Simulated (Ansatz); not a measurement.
A run of Ansatz (development build ahead of 0.2.0) on doublet SH at this shape:

```yaml
atoms:
  - { symbol: S, position_ang: [0.0250, 0.0428, -0.0730] }
  - { symbol: H, position_ang: [-0.0161, 0.0144, 1.2292] }
```

Its results:

```json
{
 "Converged": "yes",
 "Total energy": "-398.08803 hartree",
 "Spin squared of the determinant": "0.759"
}
```

Task: Which input gives this output? Name the method, the orbitals and the basis set, and write the input.

Result: UHF in cc-pVDZ.

```yaml
crystal:
  periodic: [false, false, false]
  atoms:
    - { symbol: S, position_ang: [0.02505, 0.04276, -0.07302] }
    - { symbol: H, position_ang: [-0.01606, 0.01439, 1.22923] }
basis:
  gaussian: { orbitals: cc-pVDZ }
magnetization:
  spin_polarized: true
  initial_magnetization: 1
hamiltonian:
  xc: hf
```
